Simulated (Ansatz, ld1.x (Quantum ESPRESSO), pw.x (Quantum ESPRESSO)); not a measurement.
## pw.x on bcc Tl: one setting changed

Potential: norm-conserving Troullier–Martins (Kleinman–Bylander form), ld1.x (Quantum ESPRESSO) 7.5, LDA (PW92); core [Xe] 4f14, reference 5d10 6s2 6p1; waves: 6p (bound): rc 3.68 bohr; 5d (bound): rc 2.00 bohr; 6s (bound): rc 2.34 bohr; local part: the s channel; core correction: none.

The reference run (k-mesh 12³, cutoffs 100/400 Ry, Fermi–Dirac 0.01 Ry, mixing_beta 0.4, conv_thr 1e-9, no spin) gives 0.01 GPa at 27.495 Å³/atom, where all-electron LAPW gives -0.27 GPa. This run, with its own iteration cap, changes k-mesh points per axis to 4.

```
&control
  calculation='scf', prefix='x', pseudo_dir='./', outdir='./tmp', tstress=.true., disk_io='none'
/
&system
  ibrav=0, nat=1, ntyp=1, ecutwfc=100, ecutrho=400, nbnd=14,
  occupations='smearing', smearing='fd', degauss=0.01
/
&electrons
  conv_thr=1e-09, mixing_beta=0.4, electron_maxstep=60
/
ATOMIC_SPECIES
Tl 1.0 Tl.UPF
CELL_PARAMETERS angstrom
  -1.90136098 1.90136098 1.90136098
  1.90136098 -1.90136098 1.90136098
  1.90136098 1.90136098 -1.90136098
ATOMIC_POSITIONS crystal
Tl 0.0000 0.0000 0.0000
K_POINTS automatic
4 4 4 0 0 0
```

```bash
pw.x < Tl.scf.in > Tl.scf.out
```

**Question.** How does the run end?

**Answer.** It converges in 7 iterations; the free energy moves by +52.7 meV/atom and the pressure by +1.30 GPa.

```
Message from routine setup:
     using ibrav=0 with symmetry is DISCOURAGED, use correct ibrav instead
     lattice parameter (alat)  =       6.2233  a.u.
     unit-cell volume          =     185.5455 (a.u.)^3
     number of electrons       =        13.00
     number of Kohn-Sham states=           14
     kinetic-energy cutoff     =     100.0000  Ry
     charge density cutoff     =     400.0000  Ry
     scf convergence threshold =      1.0E-09
     Exchange-correlation= PW
     number of k points=     8  Fermi-Dirac smearing, width (Ry)=  0.0100
     iteration #  1     ecut=   100.00 Ry     beta= 0.40
     total energy              =    -100.40141638 Ry
     estimated scf accuracy    <       0.00601774 Ry
     iteration #  2     ecut=   100.00 Ry     beta= 0.40
     total energy              =    -100.40184751 Ry
     estimated scf accuracy    <       0.00048064 Ry
     iteration #  3     ecut=   100.00 Ry     beta= 0.40
     total energy              =    -100.40192932 Ry
     estimated scf accuracy    <       0.00002497 Ry
     iteration #  4     ecut=   100.00 Ry     beta= 0.40
     total energy              =    -100.40192985 Ry
     estimated scf accuracy    <       0.00000019 Ry
     iteration #  5     ecut=   100.00 Ry     beta= 0.40
     total energy              =    -100.40192986 Ry
     estimated scf accuracy    <       0.00000002 Ry
     iteration #  6     ecut=   100.00 Ry     beta= 0.40
     total energy              =    -100.40192986 Ry
     estimated scf accuracy    <          1.3E-09 Ry
     iteration #  7     ecut=   100.00 Ry     beta= 0.40
     the Fermi energy is    10.9346 ev
!    total energy              =    -100.40192986 Ry
     estimated scf accuracy    <          1.9E-11 Ry
     smearing contrib. (-TS)   =      -0.00513413 Ry
     The total energy is F=E-TS. E is the sum of the following terms:
     one-electron contribution =     -21.67071689 Ry
     hartree contribution      =      20.03115774 Ry
     xc contribution           =     -13.17114768 Ry
     ewald contribution        =     -85.58608890 Ry
     convergence has been achieved in   7 iterations
          total   stress  (Ry/bohr**3)                   (kbar)     P=       13.20
     Message from routine punch:
     Nothing written, as per user request (disk_io='none')
```

The run took about 7.1 s on one core of a shared host (Neoverse-N1, 64 threads, 124 GiB, load 59).
